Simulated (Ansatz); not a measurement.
Basis-set extrapolation for CH7Si2, SMILES `C[SiH2][SiH2]` radical (PBE0-D4/def2-TZVP geometry, frozen core, Ansatz). Multiplicity 2, UHF reference.

```json
{"": "HF", "def2-TZVPP": "-619.810509", "def2-QZVPP": "-619.830279"}
{"": "MP2 correlation", "def2-TZVPP": "-0.414673", "def2-QZVPP": "-0.442889"}
{"": "CCSD(T) correlation", "def2-TZVPP": "-0.487511", "def2-QZVPP": "not run"}
```

Energies in hartree. Use E(X) = E(∞) + A·exp(−7.88·√X) for Hartree–Fock and E(X) = E(∞) + B·X^(−2.97) for correlation, with X = 3 and 4, and add CCSD(T) minus MP2 of the smaller set to the MP2 limit.

Question: What is the CCSD(T) energy at the basis-set limit?

Answer: HF limit: -619.830279 + (-0.019770) × 0.13774 = -619.83300. MP2 limit: -0.442889 + (-0.028216) × 0.74074 = -0.46379. Higher-order term: -0.487511 − (-0.414673) = -0.07284. Total: -620.36963 hartree, 188.0 kJ/mol below CCSD(T)/def2-TZVPP.
